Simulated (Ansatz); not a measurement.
Relaxation of C3H5S (9 atoms, charge 1, multiplicity 1), to a largest force component of 0.015 eV/Å in at most 40 steps.

Level of theory: RKS CAM-B3LYP-D4/6-31G (Ansatz).

```xyz
9
Properties=species:S:1:pos:R:3:forces:R:3
C -0.638 1.166 -0.411 -0.53 1.06 0.65
C 0.006 -0.040 -0.510 0.80 -1.56 -0.63
C 0.305 -0.678 -1.815 -0.10 0.22 -0.47
S 0.483 -0.837 0.916 -0.05 0.15 0.88
H -0.965 1.716 -1.281 -0.08 0.11 -0.35
H -0.838 1.610 0.555 -0.06 0.12 0.22
H 0.970 -0.035 -2.397 0.12 0.01 -0.14
H -0.611 -0.788 -2.398 -0.11 -0.10 -0.15
H 0.773 -1.653 -1.705 0.00 -0.01 0.00
```

Task: Where does it end, and by what steps?

Result: The run converged. Limits of this set-up: no polarisation functions, the dipole of an ion depends on the origin. After 5 steps the energy has fallen by 0.083 eV; S4 moved furthest, 0.09 Å.

```tsv
step	energy less start (eV)	largest force component (eV/Å)	accepted
0	0.0000	1.561	yes
1	-0.0752	0.569	yes
2	-0.0815	0.164	yes
3	-0.0815	0.163	yes
4	-0.0791	0.212	no
5	-0.0830	0.012	yes
```

```xyz
9
Properties=species:S:1:pos:R:3
C -0.637 1.169 -0.394
C 0.022 -0.069 -0.513
C 0.308 -0.682 -1.841
S 0.453 -0.787 0.986
H -0.969 1.714 -1.277
H -0.832 1.610 0.581
H 0.977 -0.038 -2.426
H -0.615 -0.798 -2.422
H 0.778 -1.659 -1.741
```

Whether the end is a true minimum wasn't checked by a vibrational analysis.

The run took 31 s on 1 thread of Arm Neoverse N1 (shared host), peak memory 0.12 GiB.
